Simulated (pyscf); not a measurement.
F–SiH₂–F + H• -> F–SiH₂• + HF (atom transfer; doublet surface; F–Si broken, F–H formed). PySCF, gas phase, ωB97X-D3(BJ)/def2-SVP geometries. MP2 and CC: frozen core, UHF for open shells. ΔMP2 is the change of the MP2 total energy from the triple- to the quadruple-zeta basis. Energies in kcal/mol from the separated reactants.

```json
[
 {"level": "ωB97X-D3(BJ)/def2-TZVP", "barrier": "39.5", "reaction energy": "+23.4"},
 {"level": "r²SCAN/def2-TZVP", "barrier": "33.8", "reaction energy": "+20.9"},
 {"level": "B3LYP-D3(BJ)/def2-TZVP", "barrier": "36.0", "reaction energy": "+19.9"},
 {"level": "PBE0-D3(BJ)/def2-TZVP", "barrier": "35.9", "reaction energy": "+20.1"},
 {"level": "ωB97M-D3(BJ)/def2-TZVP", "barrier": "40.0", "reaction energy": "+23.2"},
 {"level": "MP2/def2-QZVPP", "barrier": "46.6", "reaction energy": "+24.4"},
 {"level": "CCSD(T)/def2-TZVPP + ΔMP2(QZVPP)", "barrier": "42.3", "reaction energy": "+20.9"}
]
```

Of the functionals in the table, ωB97M-D3(BJ) is closest to CCSD(T)/def2-TZVPP + ΔMP2(QZVPP) in the barrier (2.3 kcal/mol apart) and r²SCAN least close (8.6 kcal/mol); that level has limits of its own. At the saddle there is also a short H–Si contact that neither side keeps. The same reactants have a lower exit, to F–SiH•–F + H₂ (barrier +6.9 kcal/mol at ωB97M-D3(BJ), against +40.0 kcal/mol here). This is the saddle that the search found; another between the same sides may lie lower. The angle at the transferred F is 57°: a side-on saddle, likely not the lowest. The CCSD(T) − MP2 part came from Ansatz, without density fitting, on the same reference.
